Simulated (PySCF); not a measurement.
## Neon: a sound run and one with changed settings

Sound run: Ne [Ne], Ne⁺ [He] 2s2 2p5. Computed with PySCF 2.14 in cc-pVDZ, with the non-relativistic Hamiltonian (point nucleus). The sound run starts from symmetry-adapted Hartree-Fock orbitals and uses a fine grid where one is needed.

Changed run: 6 angular points. This setting is unsound on purpose.

```json
{"species": "Ne", "method": "UHF", "sound run (hartree)": "-128.48878", "changed run (hartree)": "-128.48878", "converged": "yes"}
{"species": "Ne", "method": "BP86", "sound run (hartree)": "-128.90296", "changed run (hartree)": "-128.90296", "converged": "yes"}
{"species": "Ne", "method": "PBE0", "sound run (hartree)": "-128.80510", "changed run (hartree)": "-128.80510", "converged": "yes"}
{"species": "Ne⁺", "method": "UHF", "sound run (hartree)": "-127.76598", "changed run (hartree)": "-127.76598", "converged": "yes"}
{"species": "Ne⁺", "method": "BP86", "sound run (hartree)": "-128.11801", "changed run (hartree)": "-128.16562", "converged": "yes"}
{"species": "Ne⁺", "method": "PBE0", "sound run (hartree)": "-128.02752", "changed run (hartree)": "-128.06389", "converged": "yes"}
```

Ionisation energy of Ne:

| method | sound run (eV) | changed run (eV) |
| --- | --- | --- |
| UHF | 19.668 | 19.668 |
| BP86 | 21.360 | 20.064 |
| PBE0 | 21.159 | 20.169 |

A coarse angular grid integrates products of high-l functions wrongly, so density functionals can shift, and the SCF can exploit the error; Hartree-Fock and MP2 need no grid.

For comparison, NIST gives 21.565 eV between the lowest levels.
